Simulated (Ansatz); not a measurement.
# BSiH₂ (quartet): wave-function methods side by side, cc-pVTZ

One table from this session's results is given with a row withheld; the runs are named, their logs left out.

The runs use Ansatz 0.2.0, Gaussian basis; cc-pVTZ, core rule «outside noble gas», up to 6 orbitals frozen.

The runs, in order: UHF; CCSD(T) on ROHF; CCSD(T) on UHF; BCCD(T) on ROHF; CCSDT(Q) on ROHF; CCSDT(Q) on UHF; CASSCF and MRCISD+Q, 9 electrons in 10 orbitals; CASSCF and NEVPT2, 9 electrons in 10 orbitals.

5 further runs of the same task are left out: 2 for a known fault of the program, 3 set aside as unsound or not needed.

### The system

The geometry is a PBE0/def2-TZVP stationary point (not a proven minimum) of the parent state, kept for this charge and spin.

4 atoms, charge 0, spin multiplicity 4.

Atoms are counted from 1 here; the program's logs count them from 0.

Bond lengths: Si1–B2 1.925 Å, B2–H3 1.203 Å, B2–H4 1.203 Å. Angles: Si1–B2–H3 121.5°, Si1–B2–H4 121.5°, H3–B2–H4 117.1°.

Set-up of the first run:

in.yaml reads:

```yaml
crystal:
  periodic: [false, false, false]
  atoms:
    - {symbol: Si, position_ang: [0.000000, 0.000000, 0.634524]}
    - {symbol: B, position_ang: [0.000000, 0.000000, -1.290679]}
    - {symbol: H, position_ang: [0.000000, -1.025810, -1.918468]}
    - {symbol: H, position_ang: [0.000000, 1.025810, -1.918468]}
basis:
  gaussian: {orbitals: cc-pVTZ}
magnetization: {spin_polarized: true, initial_magnetization: 3}
hamiltonian: {xc: hf}
output: {orbitals: {seedname: orbitals}}
```

The run is started by

```
> ansatz run in.yaml --threads 1 --pin off --events-out ev --progress --plain --max-ram 2816MiB --backend cpu
```

Steps of the session up to this table: UHF; CCSD(T) on ROHF; CCSD(T) on UHF; BCCD(T) on ROHF; CCSDT(Q) on ROHF; CCSDT(Q) on UHF; CASSCF and MRCISD+Q, 9 electrons in 10 orbitals; CASSCF and NEVPT2, 9 electrons in 10 orbitals.

One of the session's tables, all rows but one given; the rest of the session is left out.

| method | from UCCSDT(Q) (meV) |
| --- | --- |
| ROHF | +5648.7 |
| UHF | +5618.7 |
| RMP2 | +1164.4 |
| UMP2 | ? |
| RCCSD | +297.8 |
| UCCSD | +294.8 |
| RCCSD(T) | +59.0 |
| UCCSD(T) | +57.1 |
| BCCD(T) | +52.7 |
| RCCSDT | +15.3 |
| UCCSDT | +13.5 |
| RCCSDT(Q) | +2.3 |
| UCCSDT(Q) | 0 |
| CASSCF valence | +3842.7 |
| NEVPT2 valence | +1043.5 |
| MRCISD valence | +322.9 |
| MRCISD+Q valence | +74.9 |

Estimate the missing values for UMP2.

The run gave: from UCCSDT(Q) (meV): +1159.4. In the column «from UCCSDT(Q) (meV)» it lies between NEVPT2 valence (+1043.5) and RMP2 (+1164.4).

Caveats from the session: Restricted and unrestricted rows rest on different reference determinants; where their highest levels disagree by more than a few hundredths of an eV, they describe different states and don't form one ladder.
